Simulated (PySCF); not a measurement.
## SiCl2

SiCl2 is a silylene (divalent Si1, bonded to 2 Cl), neutral, singlet. The structure was relaxed in the gas phase by PBE0-D3(BJ)/def2-SVP. No frequency run checks that it is a minimum.

SMILES: Cl[Si]Cl

```xyz
3

Si   -0.029    0.557   -0.691
Cl   -0.443    0.839    1.338
Cl    0.590   -1.440   -0.709
```
Atoms count from 1 in this order.

Shieldings: GIAO PBE0/pcSseg-2. Shifts are against computed references at the same level: Si TMS (σ 341.3 ppm). Core levels by delta-SCF with SCAN, pcX-2 on the ionised atom and pcseg-1 elsewhere, spin-free X2C (2p3/2 is the spin-free 2p value less a third of a first-order spin-orbit splitting); from the vacuum level, for chosen atoms.

Question: Give the shieldings and core levels atom by atom.

Answer: 
| atoms | bonded to | σ (ppm) | δ (ppm) | core level (eV) |
| --- | --- | --- | --- | --- |
| Si1 | 2 Cl | 60.6 | 280.7 | 2p3/2 109.31 |
| Cl2 Cl3 | 1 Si | 417.5 | - | 2p3/2 206.24 |

Values are those of this one static structure; atoms that internal rotation interchanges would show their mean in an NMR spectrum.

Question: By CAM-B3LYP/def2-SVPD (TDDFT singlets, Tamm-Dancoff triplets, ionisation by delta-SCF), where does absorption start, and what does vertical ionisation take?

Answer: The lowest singlet lies at 3.89 eV (f 0.030), the strongest of the first 6 at 6.99 eV (f 0.310), the lowest triplet at 2.37 eV; vertical ionisation takes 10.22 eV.
